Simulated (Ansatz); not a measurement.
Job for Ansatz (a program for electronic structure): R-BHLYP/def2-TZVPPD on CH4 (SMILES C). Files ending in .json are basis or fitting sets from the Basis Set Exchange.

Ansatz 0.2 input:
```yaml
crystal:
  periodic: [false, false, false]
  atoms:
    - {symbol: C, position_ang: [0.00000000, 0.00000000, 0.00000000]}
    - {symbol: H, position_ang: [0.00000000, 1.08744517, 0.00000000]}
    - {symbol: H, position_ang: [-0.51262657, -0.36248173, 0.88789526]}
    - {symbol: H, position_ang: [-0.51262657, -0.36248173, -0.88789526]}
    - {symbol: H, position_ang: [1.02525314, -0.36248173, 0.00000000]}
basis:
  gaussian:
    orbitals: def2-TZVPPD.json
hamiltonian:
  xc: {name: BHLYP}
scf: {lower_state_search: off}
```

Output:

```
WARN ansatz: RAYON_NUM_THREADS=2 ignored (pool sized by the plan → 2); use --threads N
Functional definition: BHLYP
these checks for a lower state are left out or cut short: stability, starts, cluster_reference, orbital_swaps, neighbouring_geometries, increment
integrals: 0.01 GiB planned
465 factors; their error is unknown
mean field: 0.22 GiB planned
mean field evaluation 1: about -1099.0563 eV, gradient 3.7e1 eV
mean field evaluation 2: about -1100.1220 eV, gradient 2.9e1 eV
mean field evaluation 4: about -1102.1394 eV, gradient 9.3e-2 eV
mean field evaluation 8: about -1102.1336 eV, gradient 5.8e-5 eV
mean field -1102.13364491 eV, -40.5026643975 hartree, gradient 2.7e-6 eV, S^2 0.000000; 0 other end points of the search recorded, 0 dependent functions left out
reference -1102.13376389 eV, -40.5026687699 hartree; 5, 5 occupied and 100, 100 virtual orbitals, 465 factors
Total energy: -1102.13376389 eV, -40.5026687699 hartree
Checks for a lower state left out: stability, starts, cluster_reference, orbital_swaps, neighbouring_geometries, increment
```

The run converged.

Cost: around 0.8 core-seconds (rough).
